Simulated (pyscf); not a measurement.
Optimised with ωB97X-D3(BJ)/def2-SVP in PySCF. MP2 and CC: frozen core, UHF for open shells. ΔMP2 is the change of the MP2 total energy from the triple- to the quadruple-zeta basis.

### Question
For the elementary gas-phase step H₃C–Al (SMILES [CH3][Al]) [singlet] + HF (SMILES F) → H₃C–AlH–F (SMILES [CH3][AlH][F]) (singlet surface; F–H broken, Al–F, Al–H formed), what barrier and reaction energy does CCSD(T)/def2-TZVPP + ΔMP2(QZVPP) give, measured from the separated reactants?

### Answer
ΔE‡ = 0.50 eV, ΔE = -3.06 eV. Zero-point energy shifts the barrier by -0.05 eV. It is an insertion, with an imaginary mode of 1292i cm⁻¹. On the reactant side the descent ends in a complex, 0.19 eV under the separated species and 0.57 eV under the saddle at ωB97X-D3(BJ)/def2-TZVP. At ωB97X-D3(BJ) the barrier from the zero used here is 0.39 eV. This is the saddle that the search found; another between the same sides may lie lower. The CCSD(T) − MP2 part came from Ansatz, without density fitting, on the same reference.
